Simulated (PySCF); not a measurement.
chlorosilane, ClH₃Si, SMILES [SiH3]Cl, point group C3v.

Force field and properties: PBE0/pcSseg-2 (PySCF, grid level 2). Vibrational terms come from second-order perturbation theory with semi-diagonal cubic constants, by steps of ±0.6 along the normal coordinates of each isotopologue. The parent has the commonest isotopes.

Equilibrium geometry (Å):

| atom | x | y | z |
| --- | --- | --- | --- |
| Si1 | -0.1198 | -0.0033 | -0.0126 |
| Cl2 | 1.9305 | 0.0866 | -0.0310 |
| H3 | -0.5617 | -0.9342 | -1.0745 |
| H4 | -0.6548 | 1.3533 | -0.2639 |
| H5 | -0.5597 | -0.4910 | 1.3134 |

(1) How much do zero-point and thermal motion change the parent's shieldings?

(2) And the bond lengths, in the parent and with ²H at 3?

(3) What are the dipole moments?

The study (110 SCF points, 128 basis functions) took 14 min on 1 thread of Arm Neoverse N1, shared host (rough), peak memory 0.64 GiB, launched as `OMP_NUM_THREADS=1 python ens_run.py task.json out`.

Answers

(1) 
```
atom  σe (ppm)  anharmonic part, 0 K  harmonic part, 0 K  Δσ at 0 K  Δσ at 100 K  Δσ at 1000 K
 Si1    379.08                 -0.96               -1.58      -2.54        -2.59         -3.37
 Cl2   1029.93                 -3.55               -7.50     -11.04       -11.17        -20.28
  H3     26.30                 -0.12               -0.23      -0.36        -0.36         -0.54
```

(2) 
```json
{"bond": "Si1–Cl2", "re (Å)": "2.0524", "⟨r⟩ at 0 K": "2.0580", "between mean positions": "2.0579", "⟨r⟩, labelled": "2.0579"}
{"bond": "Si1–H3", "re (Å)": "1.4797", "⟨r⟩ at 0 K": "1.5003", "between mean positions": "1.4885", "⟨r⟩, labelled": "1.4945"}
```

(3) 1.475 D at equilibrium; averaged at 0 K: parent 1.469 D; ²H at 3 1.471 D; ³⁷Cl at 2 1.468 D; ²H at 3, ²H at 4 1.474 D. Measured: 1.31 D (NIST CCCBDB Release 22 (SRD 101), experimental dipoles).
